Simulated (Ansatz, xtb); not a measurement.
## Redistribution: SiH2(CH3)F + SiH2(SiH3)Cl → SiH2(SiH3)F + SiH2(CH3)Cl

Species: SiH2(CH3)F, singlet; SiH2(SiH3)Cl, singlet; SiH2(SiH3)F, singlet; SiH2(CH3)Cl, singlet. The partners trade CH3 for SiH3; both sit on Si, so the bond types are kept.

Shapes, held fixed at every level: PBE0-D4/def2-TZVP. Programs: Ansatz 0.2.0, xtb 6.7.1. The zero-point and thermal change to 298 K, harmonic and unscaled (PBE0-D4/def2-TZVP), is 0.0 kJ/mol.

Task: Estimate ΔH(298 K) of this reaction.

Result: The highest level, CCSD(T)/CBS estimate, gives ΔH(298 K) = +7.8 kJ/mol; the levels span +1.0 to +8.7. The column of differences is taken from that level and isn't an error. No measured value is set beside it here. The CBS estimate extrapolates MP2 from def2-TZVPP and def2-QZVPP and adds CCSD(T) − MP2 in the triple-zeta set, cores frozen.

```csv
level,kind,ΔH(298 K) (kJ/mol),less CCSD(T)/CBS estimate
GFN2-xTB,semi-empirical,+1.0,-6.8
SPW92/def2-TZVPP,LDA,+7.3,-0.5
r2SCAN-D4/def2-TZVPP,meta-GGA,+7.5,-0.3
B3LYP-D4/def2-TZVPP,global hybrid,+7.3,-0.5
BHLYP-D4/def2-TZVPP,global hybrid,+7.9,+0.1
r2SCAN0-D4/def2-TZVPP,global hybrid,+8.0,+0.2
MP2/def2-SVP,perturbation theory,+8.7,+0.9
CCSD(T)/def2-TZVPP,coupled cluster or CI,+7.6,-0.2
CCSD(T)/CBS estimate,coupled cluster or CI,+7.8,0.0
```
